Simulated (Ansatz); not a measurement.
Reaction (SMILES): Cl[B]Cl -> Cl[B]Cl as singlet, charge +1 + e-
Geometries: B3LYP-D3(BJ)/def2-TZVP minima from Ansatz (a program for electronic structure). A spin state is the lowest found, not a proven ground state.

Quantity: adiabatic ionisation energy (electronic energy difference), in eV. Cores are frozen in the correlated levels unless marked. UHF or UKS for open shells. No spin-orbit coupling. Non-relativistic. Basis-set limits of correlation are two-point, X^-3; Hartree-Fock from the larger set.

| level | program | adiabatic ionisation energy (eV) |
|---|---|---|
| HF/cc-pV(T+d)Z | Ansatz | 7.11 |

Problem. Estimate the value at CCSD(T)/CBS(cc-pV(T+d)Z,cc-pV(Q+d)Z) as computed with Ansatz.

Solution. 7.37 eV, so HF/cc-pV(T+d)Z differs from it by -0.26 eV.
